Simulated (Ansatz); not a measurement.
# AlClH5N: the cost of one run

Method: RKS B3LYP-D4/def2-SVP, in Ansatz 0.2.0.

### Step 1. The starting structure

Bond lengths: Al1–Cl2 2.580 Å, Al1–H3 1.560 Å, Al1–H4 1.560 Å, Al1–N5 2.220 Å, N5–H6 1.060 Å, N5–H7 1.060 Å. Angles: Cl2–Al1–H3 120.0°, Cl2–Al1–H4 120.0°, Cl2–Al1–N5 71.6°, H3–Al1–H4 120.0°, H3–Al1–N5 97.0°, H4–Al1–N5 101.2°, Al1–N5–H6 120.0°, Al1–N5–H7 120.0°, H6–N5–H7 120.0°.

Coordinates:

```xyz
8

Al    0.0000    0.0000    0.0000
Cl    0.0000    0.0000    2.5800
H     1.3510    0.0000   -0.7800
H    -1.3510    0.0000   -0.7800
N     0.0928   -2.1047    0.7000
H    -0.4256   -2.8627    0.1705
H     0.6555   -2.3517    1.5637
H     0.0645   -1.4634    1.8747
```

### Step 2. A restrained relaxation towards end A

Springs on the bonds that form and break draw the guess towards this end; the thresholds are loose.

The input, input.yaml:

```yaml
crystal:
  periodic: [false, false, false]
  atoms:
    - { symbol: Al, position_ang: [0.0, 0.0, 0.0] }
    - { symbol: Cl, position_ang: [0.0, 0.0, 2.58] }
    - { symbol: H, position_ang: [1.351, 0.0, -0.78] }
    - { symbol: H, position_ang: [-1.351, 0.0, -0.78] }
    - { symbol: "N", position_ang: [0.0928, -2.1047, 0.7] }
    - { symbol: H, position_ang: [-0.4256, -2.8627, 0.1705] }
    - { symbol: H, position_ang: [0.6555, -2.3517, 1.5637] }
    - { symbol: H, position_ang: [0.0645, -1.4634, 1.8747] }
basis:
  gaussian: { orbitals: def2-SVP }
hamiltonian:
  xc: b3lyp
  dispersion: d4
relax:
  f_tol: 0.15
  max_steps: 25
  restrain:
    - { distance: [0, 4], at: 3.12, k: 30.0 }
    - { distance: [7, 1], at: 2.57, k: 30.0 }
    - { distance: [0, 1], at: 2.23, k: 30.0 }
    - { distance: [7, 4], at: 1.06, k: 30.0 }
```

Run with:

```bash
ansatz run input.yaml --threads 1 --pin off --max-ram 2048MiB --backend cpu --events-out ev --progress --plain --runs-dir out
```

**Question.** How long does this run take on 1 thread of Arm Neoverse V2, shared host, and how much memory does it need?

About 23 s, with a peak of 0.16 GiB.
